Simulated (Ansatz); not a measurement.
**C₂H₅FS: one species, many methods**

How much do the methods differ for C₂H₅FS? The plan is to run it at one geometry with functionals of several rungs and with coupled cluster. The yardstick is the atomisation energy at the CCSD(T) limit.

Computed with Ansatz 0.2.0, Gaussian basis. Level: functionals in def2-TZVPP, the program's frozen cores in correlated methods.

The runs, in order: LDA (SPW92), PBE-D4, revPBE-D4, BLYP-D4, r2SCAN-D4, B97M-V, PBE0-D4, B3LYP-D4, r2SCANh-D4, r2SCAN0-D4, HSE06-D4, BHLYP-D4, CAM-B3LYP-D4, LC-ωPBE, ωB97X-V, ωB97M-V, B2PLYP, PBE-QIDH; CCSD(T)/def2-SVP; CCSD(T)/def2-TZVPP; MP2/def2-QZVPP; extrapolation to the limit; RPA on PBE.

## 1. Structure used throughout

All runs share one geometry, relaxed beforehand with PBE0-D4 in a triple-zeta def2 set.

SMILES `CC(F)S`, 9 atoms, charge 0, spin multiplicity 1.

Atoms are counted from 1 here; the program's logs count them from 0.

Bond lengths: C1–C2 1.506 Å, C1–H5 1.090 Å, C1–H6 1.092 Å, C1–H7 1.092 Å, C2–F3 1.384 Å, C2–S4 1.800 Å, C2–H8 1.094 Å, S4–H9 1.344 Å. Angles: C2–C1–H5 110.4°, C2–C1–H6 110.3°, C2–C1–H7 109.7°, H5–C1–H6 108.9°, H5–C1–H7 109.1°, H6–C1–H7 108.5°, C1–C2–F3 108.6°, C1–C2–S4 114.3°, C1–C2–H8 111.4°, F3–C2–S4 110.9°, F3–C2–H8 106.9°, S4–C2–H8 104.4°, C2–S4–H9 96.1°.

## 2. LDA

This LDA is Slater exchange with PW92 correlation.

in.yaml reads:

```yaml
crystal:
  periodic: [false, false, false]
  atoms:
    - {symbol: C, position_ang: [0.156826, 0.601497, -0.697397]}
    - {symbol: C, position_ang: [0.249683, -0.645462, 0.141710]}
    - {symbol: F, position_ang: [1.413389, -0.590474, 0.888161]}
    - {symbol: S, position_ang: [-1.178973, -0.935042, 1.197798]}
    - {symbol: H, position_ang: [-0.718583, 0.558807, -1.345350]}
    - {symbol: H, position_ang: [0.080015, 1.483391, -0.058039]}
    - {symbol: H, position_ang: [1.053539, 0.697942, -1.313298]}
    - {symbol: H, position_ang: [0.313429, -1.542835, -0.481404]}
    - {symbol: H, position_ang: [-1.280824, 0.325877, 1.650719]}
basis:
  gaussian: {orbitals: def2-TZVPP}
hamiltonian: {xc: lda}
output: {orbitals: {seedname: orbitals}}
```

Launch:

```bash
ansatz run in.yaml --threads 2 --pin off --events-out ev --progress --plain --max-ram 4352MiB
```

The runs that follow: PBE-D4 (GGA); revPBE-D4 (GGA); BLYP-D4 (GGA); r2SCAN-D4 (meta-GGA); B97M-V (meta-GGA); B3LYP-D4 (hybrid); r2SCANh-D4 (hybrid); r2SCAN0-D4 (hybrid); HSE06-D4 (hybrid); BHLYP-D4 (hybrid); CAM-B3LYP-D4 (range-separated); LC-ωPBE (range-separated); ωB97X-V (range-separated); ωB97M-V (range-separated); B2PLYP (double hybrid); PBE-QIDH (double hybrid); CCSD(T) in def2-SVP; CCSD(T) in def2-TZVPP; MP2 in def2-QZVPP; RPA on PBE orbitals.

Before running them: what should the planned runs give, taken together? Wanted: atomisation energy, CCSD(T)/CBS; farthest beyond LDA; mean size of error, GGA; mean size of error, meta-GGA; mean size of error, hybrid; mean size of error, range-separated; mean size of error, double hybrid; gap, smallest and largest; T1 diagnostic.

**Answer**, as computed:

```
                               quantity                                                                                                          value
        atomisation energy, CCSD(T)/CBS                                                                                                  3265.4 kJ/mol
 functionals within 16.3 kJ/mol (0.5 %)  revPBE-D4, BLYP-D4, r2SCAN-D4, B97M-V, PBE0-D4, B3LYP-D4, r2SCANh-D4, CAM-B3LYP-D4, LC-ωPBE, ωB97X-V, ωB97M-V
                    farthest beyond LDA                                                                                       BHLYP-D4 (-107.6 kJ/mol)
                mean size of error, GGA                                                                                                    30.6 kJ/mol
           mean size of error, meta-GGA                                                                                                    11.3 kJ/mol
             mean size of error, hybrid                                                                                                    32.6 kJ/mol
    mean size of error, range-separated                                                                                                    11.8 kJ/mol
      mean size of error, double hybrid                                                                                                    28.9 kJ/mol
              gap, smallest and largest                                                                          5.41 eV (BLYP-D4), 12.85 eV (LC-ωPBE)
                          T1 diagnostic                                                                                                         0.0110
triples share of the correlation energy                                                                                                          3.7 %
```

The LDA atomisation energy is off by 510.6 kJ/mol (16 %): it overbinds. PBE-D4 misses by +78.2 kJ/mol. Double hybrids carry the basis error of their MP2 part in triple zeta, and no dispersion term here, so their miss is partly the set-up's. The rungs meta-GGA, range-separated miss on average by less than the doubt on the reference (16.3 kJ/mol), so they tie. The reference freezes the cores and leaves out relativity and excitations past (T), so misses under about 16.3 kJ/mol can't be ranked. Hartree-Fock recovers 72 % of the binding; the rest is correlation. CCSD(T) in def2-SVP is off by -171.2 kJ/mol, worse than the median functional, from the basis alone. Orbital gaps span 5.4 to 12.8 eV; exact exchange widens them.
